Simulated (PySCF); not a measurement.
## NaN: from constants to spectrum

ROHF-CCSD(T) constants of NaN, ³Σ⁻ (triplet), unpaired electrons π ↑↑ (Na def2-TZVPP, N def2-TZVPP; no relativity (PySCF 2.14); masses 22.9898 and 14.0031 u):

* ωe: 380.5 cm⁻¹
* ωexe: 4.19 cm⁻¹
* Be: 0.38583 cm⁻¹
* αe: 0.00566 cm⁻¹
* De to Na + N: 0.75 eV

**Question.** What force constant and bond length do these constants imply?

**Answer.** Reduced mass μred = 8.7024 u; k = 5.8918×10⁻⁷·μred·ωe² (u, cm⁻¹, mdyn/Å) = 0.742 mdyn/Å; Re = √(16.8576/(μred·Be)) (u, cm⁻¹, Å) = 2.241 Å.

**Question.** Estimate the centrifugal constant D from the Kratzer relation and find the Dunham coefficient a1.

**Answer.** D = 4Be³/ωe² = 1.59e-06 cm⁻¹; a1 = −1 − αeωe/(6Be²) = -3.41.

Correlated steps freeze 2 core orbitals. The CCSD T1 diagnostic is raised, a sign that a single reference may not be enough here. The state is the lowest determinant that a PBE0 search found; another state may lie lower at other levels.
